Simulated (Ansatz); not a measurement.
# H6OSSi: the cost of one run

All numbers below are computed with Ansatz 0.2.0 (RKS r2SCAN/def2-SVP).

1 further run of the same task is left out (it didn't finish).

**1. The system as given**

Bond lengths: Si1–O2 2.071 Å, Si1–H3 1.454 Å, Si1–H4 1.480 Å, Si1–H5 1.458 Å, Si1–S7 2.524 Å, O2–H8 0.959 Å, S7–H9 1.326 Å. Angles: Si1–O2–H8 121.5°, O2–Si1–H3 80.4°, O2–Si1–H4 164.4°, O2–Si1–H5 85.6°, O2–Si1–S7 74.8°, H3–Si1–H4 102.9°, H3–Si1–H5 135.2°, H3–Si1–S7 106.8°, H4–Si1–H5 101.8°, H4–Si1–S7 89.7°, H5–Si1–S7 110.2°, Si1–S7–H9 93.0°.

Structure file:

```xyz
9

Si   -0.9375   -0.1172    0.2171
O     0.9642   -0.2937    1.0176
H    -0.7865   -1.5625    0.1666
H    -2.0903    0.1251   -0.6792
H    -1.1692    0.8620    1.2724
H     1.4093    0.2212   -0.0571
S     0.6072    0.8376   -1.5355
H     1.2537    0.2576    1.7463
H     0.7491   -0.3301   -2.1481
```

**2. Pulling towards end A**

Springs on the bonds that form and break draw the guess towards this end; the thresholds are loose.

The input, input.yaml:

```yaml
crystal:
  periodic: [false, false, false]
  atoms:
    - { symbol: Si, position_ang: [-0.9375, -0.1172, 0.2171] }
    - { symbol: O, position_ang: [0.9642, -0.2937, 1.0176] }
    - { symbol: H, position_ang: [-0.7865, -1.5625, 0.1666] }
    - { symbol: H, position_ang: [-2.0903, 0.1251, -0.6792] }
    - { symbol: H, position_ang: [-1.1692, 0.862, 1.2724] }
    - { symbol: H, position_ang: [1.4093, 0.2212, -0.0571] }
    - { symbol: S, position_ang: [0.6072, 0.8376, -1.5355] }
    - { symbol: H, position_ang: [1.2537, 0.2576, 1.7463] }
    - { symbol: H, position_ang: [0.7491, -0.3301, -2.1481] }
basis:
  gaussian: { orbitals: def2-SVP }
hamiltonian:
  xc: r2scan
relax:
  f_tol: 0.15
  max_steps: 25
  restrain:
    - { distance: [0, 6], at: 3.46, k: 30.0 }
    - { distance: [5, 1], at: 2.27, k: 30.0 }
    - { distance: [0, 1], at: 1.77, k: 30.0 }
    - { distance: [5, 6], at: 1.36, k: 30.0 }
output:
  orbitals: {}
```

Run with:

```
> ansatz run input.yaml --threads 2 --pin off --max-ram 3072MiB --backend cpu --events-out ev --progress --plain --runs-dir out
```

Q: Estimate wall time and peak memory on 2 threads of Arm Neoverse V2, shared host.

About 37 s, with a peak of 0.16 GiB.
